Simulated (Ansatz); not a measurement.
Ansatz (an electronic-structure program) input (wB97X-V/def2-TZVPD):

Ansatz 0.2 input:
```yaml
crystal:
  periodic: [false, false, false]
  atoms:
    - {symbol: C, position_ang: [1.22920517, 0.00086102, -0.15673398]}
    - {symbol: C, position_ang: [-0.04880007, 0.40448650, 0.17084702]}
    - {symbol: H, position_ang: [1.41323049, -0.97923889, -0.57911476]}
    - {symbol: H, position_ang: [2.08206806, 0.64641406, -0.00300865]}
    - {symbol: H, position_ang: [-0.16881649, 1.39926000, 0.59101947]}
    - {symbol: C, position_ang: [-1.18599328, -0.35902906, 0.00545096]}
    - {symbol: H, position_ang: [-2.16174989, 0.01404037, 0.28197140]}
    - {symbol: H, position_ang: [-1.13120307, -1.35838636, -0.40825144]}
basis:
  gaussian:
    orbitals: def2-TZVPD
hamiltonian:
  xc: {name: wB97X-V}
magnetization: {spin_polarized: true, initial_magnetization: 1}
output: {forces: true}
```

End of the output:

```
integrals: 0.06 GiB planned
777 factors; their error is unknown
integrals: 0.10 GiB planned
321 factors; integrals over basis functions are off by at most 4.9e-6 eV
mean field: 0.95 GiB planned
mean field evaluation 1: about -3188.0633 eV, gradient 2.4e1 eV
mean field evaluation 2: about -3189.7960 eV, gradient 1.5e1 eV
mean field evaluation 4: about -3190.8434 eV, gradient 9.2e-1 eV
mean field evaluation 8: about -3190.8605 eV, gradient 2.4e-2 eV
mean field evaluation 16: about -3190.8360 eV, gradient 2.2e-5 eV
mean field -3190.83604942 eV, -117.2610619898 hartree, gradient 2.2e-5 eV, S^2 0.792397; 0 other end points of the search recorded, 0 dependent functions left out
the calculation of the forces begins
reference -3190.83604801 eV, -117.2610619380 hartree; 12, 11 occupied and 144, 145 virtual orbitals, 777 factors
Total energy: -3190.83604801 eV, -117.2610619380 hartree
Atom 0 at     1.229205     0.000861    -0.156734 Å, force    -0.034642    -0.044034    -0.013493 eV/Å
Atom 1 at    -0.048800     0.404487     0.170847 Å, force    -0.007262     0.060190     0.025423 eV/Å
Atom 2 at     1.413230    -0.979239    -0.579115 Å, force     0.002390    -0.098373    -0.040339 eV/Å
Atom 3 at     2.082068     0.646414    -0.003009 Å, force     0.076553     0.076248     0.021247 eV/Å
Atom 4 at    -0.168816     1.399260     0.591019 Å, force    -0.009985     0.082760     0.034956 eV/Å
Atom 5 at    -1.185993    -0.359029     0.005451 Å, force     0.043856    -0.032337    -0.018764 eV/Å
Atom 6 at    -2.161750     0.014040     0.281971 Å, force    -0.091922     0.051143     0.032560 eV/Å
Atom 7 at    -1.131203    -1.358386    -0.408251 Å, force     0.021012    -0.095598    -0.041590 eV/Å
Dipole moment:    -0.000943     0.007816     0.003301 e Å
```

It need not be the lowest isomer of its formula.
